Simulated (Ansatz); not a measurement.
Frontier orbitals of H$_{2}$S$_{2}$Si, SMILES `S[Si]S`.

Cartesian coordinates in Å:
```
S 0.141 1.209 0.493
Si -1.000 -0.185 -0.660
S 0.297 -1.882 -0.459
H -0.721 2.227 0.323
H 1.283 -1.369 0.302
```

Total charge 0; spin multiplicity 1. All single points use the PBE0-D4/def2-TZVP geometry. It is one conformer, not always the lowest. Basis def2-TZVPP, Ansatz.

```csv
functional,HOMO (eV),LUMO (eV)
r2SCAN0,-7.23,-2.15
```

(1) Give HOMO and LUMO (eV) with LDA (SPW92), PBE, revPBE, BLYP, r2SCAN, B97M-V, PBE0, B3LYP, r2SCANh, HSE06 (plane-wave form), BHLYP, CAM-B3LYP, LC-ωPBE, ωB97X-V, ωB97M-V, HF. (Estimate.)

Results:

(1) Ansatz gave: 
```csv
functional,HOMO,LUMO
LDA (SPW92),-6.17,-3.08
PBE,-6.06,-2.92
revPBE,-6.02,-2.86
BLYP,-5.91,-2.74
r2SCAN,-6.26,-2.86
B97M-V,-6.31,-2.76
PBE0,-7.10,-2.18
B3LYP,-6.91,-2.32
r2SCANh,-6.65,-2.58
HSE06 (plane-wave form),-6.71,-2.56
BHLYP,-8.02,-1.28
CAM-B3LYP,-8.34,-1.10
LC-ωPBE,-9.63,-0.14
ωB97X-V,-9.30,-0.16
ωB97M-V,-9.12,-0.23
HF,-9.42,0.90
```

B3LYP here is the variant with VWN-RPA as its local correlation; programs differ in this. LC-ωPBE has ω = 0.4 bohr⁻¹.
